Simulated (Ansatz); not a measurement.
Species, as SMILES: O (H2O).
Geometry (B3LYP-D3(BJ)/def2-TZVP, fixed):
```
O
H 1 0.9627
H 1 0.9627 2 105.24
```
Charge 0, spin multiplicity 1.

Basis-set convergence of the dipole moment at PBE0 with Ansatz (a first-principles code). Dipoles come from the density behind the forces; the sign is taken along the dipole that this method gives in the largest set. Cartesian d functions, on some or all atoms, in 6-31+G*; all else is spherical. The program fits the integrals of some runs and decomposes those of others, by size. No added dispersion term, no relativity. Reference: the value in aug-pcseg-3, 1.850 D, itself unsure by roughly 0.001 D (its mean distance from aug-cc-pVQZ, def2-QZVPPD).

```csv
basis,functions,dipole moment (D)
3-21G,13,2.303
def2-SV(P),18,2.171
6-31+G*,23,(withheld)
aug-cc-pVDZ,41,1.857
cc-pVTZ,58,(withheld)
def2-TZVPPD,74,(withheld)
"6-311++G(3df,3pd)",75,(withheld)
cc-pVQZ,115,1.894
def2-QZVPP,117,1.906
```

**Question.** What belongs in the gaps?

**Answer.** 
- 6-31+G*, dipole moment (D): 2.258
- cc-pVTZ, dipole moment (D): 1.913
- def2-TZVPPD, dipole moment (D): 1.852
- 6-311++G(3df,3pd), dipole moment (D): 1.889
